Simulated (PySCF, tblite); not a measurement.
# H5NF+, an ion with solvent molecules: NMR shifts, interaction energy, infrared bands, spin-spin couplings and core binding energies

The task here is to estimate one member of a computed series from the others.

Computed with tblite 0.8.0 and PySCF 2.14.0; each step states its level. No surroundings beyond the atoms listed, unless a continuum is named. Atoms count from 0, parts from 1.

## Starting point

7 atoms, charge 1, multiplicity 1; geometry: rigid parts in contact. Parts: 1 = atoms 0–4, `[NH4+]`, charge 1; 2 = atoms 5–6, `F`, charge 0.

Set-up of the first run:

Job settings and geometry (Å):

```
{"job": {"kind": "dock", "xc": "GFN2-xTB", "basis": "xTB"}, "charge": 1, "multiplicity": 1, "parts": [{"atoms": "0-4", "charge": 1, "multiplicity": 1}, {"atoms": "5-6", "charge": 0, "multiplicity": 1}]}
N     -0.000033     0.000009     0.000009
H     -0.592168    -0.794463    -0.279959
H     -0.412091     0.875819    -0.351197
H      0.061298     0.037217     1.027114
H      0.942994    -0.118581    -0.395967
F      2.601634    -1.335218    -0.344646
H      3.226091    -1.800386     0.168355
```

Method: GFN2-xTB search for minima from random contacts, gas phase.

Command:

```console
OMP_NUM_THREADS=1 python cluster_run.py task.json out
```

The driver reads the jobs from task.json and runs them one after another.

Steps of the session up to this table: Search for minima with GFN2-xTB; Geometry optimisation at PBE0-D3(BJ)/def2-TZVPD; Nuclear shieldings: PBE0/pcSseg-2; Coupled-cluster interaction energy: CCSD(T) and MP2.

One of the session's tables, all rows but one given; the rest of the session is left out.

It belongs to the step «Coupled-cluster interaction energy: CCSD(T) and MP2». 

| method | interaction energy (kcal/mol) |
| --- | --- |
| HF/aug-cc-pVDZ | -11.05 |
| MP2/aug-cc-pVDZ | ? |
| CCSD/aug-cc-pVDZ | -11.33 |
| CCSD(T)/aug-cc-pVDZ | -11.47 |
| HF/aug-cc-pVQZ | -11.32 |
| MP2/aug-cc-pVQZ | -12.29 |
| SCS-MP2/aug-cc-pVQZ | -11.78 |
| MP2, extrapolated | -12.40 |
| CCSD(T), limit estimate | -12.34 |

**Question.** Estimate the row for MP2/aug-cc-pVDZ.

As computed: interaction energy (kcal/mol): -11.53. In the column «interaction energy (kcal/mol)» it lies between SCS-MP2/aug-cc-pVQZ (-11.78) and CCSD(T)/aug-cc-pVDZ (-11.47).
